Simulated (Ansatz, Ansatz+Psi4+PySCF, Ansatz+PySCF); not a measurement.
```csv
atom,x (Å),y (Å),z (Å)
C,0.9957,-0.5652,-0.0031
C,0.0011,0.5973,-0.0050
O,-1.2523,0.0018,-0.0062
H,0.1472,1.2083,0.9059
H,0.1406,1.2035,-0.9041
H,2.0220,-0.1693,-0.0081
H,0.8643,-1.1927,0.8817
H,0.8793,-1.1871,-0.8872
```

Basis set: cc-pVTZ (spherical functions). Frozen core: 3 orbitals. Correlation on ROHF uses semicanonical orbitals with singles. Charge 0, multiplicity 2.

Computed with Ansatz (development build ahead of 0.2.0); each method stands on the lowest determinant of its kind that the runs found.

The atomization energy at this shape (free ground-state atoms in the same class of orbitals less the molecule, no zero-point energy) of doublet C₂H₅O:

| method | atomization energy |
| --- | --- |
| ROHF-MP2 | 683.26 kcal/mol |
| UHF | 517.01 kcal/mol |

**Question.** What does ROHF give?

**Answer.** 523.46 kcal/mol.
